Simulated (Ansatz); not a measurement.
Basis-set extrapolation for C2H2F2O (`F[C@@H]1O[C@H]1F`) (PBE0-D4/def2-TZVP geometry, frozen core, the Gaussian-basis code of Ansatz). Multiplicity 1, RHF reference.

```tsv
	def2-TZVPP	def2-QZVPP
HF	-350.738776	-350.754219
MP2 correlation	-1.047430	-1.135380
CCSD(T) correlation	-1.096112	not run
```

Energies in hartree. Use E(X) = E(∞) + A·exp(−7.88·√X) for Hartree–Fock and E(X) = E(∞) + B·X^(−2.97) for correlation, with X = 3 and 4, and add CCSD(T) minus MP2 of the smaller set to the MP2 limit.

What is the CCSD(T) energy at the basis-set limit?

HF limit: -350.754219 + (-0.015443) × 0.13774 = -350.75635. MP2 limit: -1.135380 + (-0.087950) × 0.74074 = -1.20053. Higher-order term: -1.096112 − (-1.047430) = -0.04868. Total: -352.00556 hartree, 107.1 kcal/mol below CCSD(T)/def2-TZVPP.
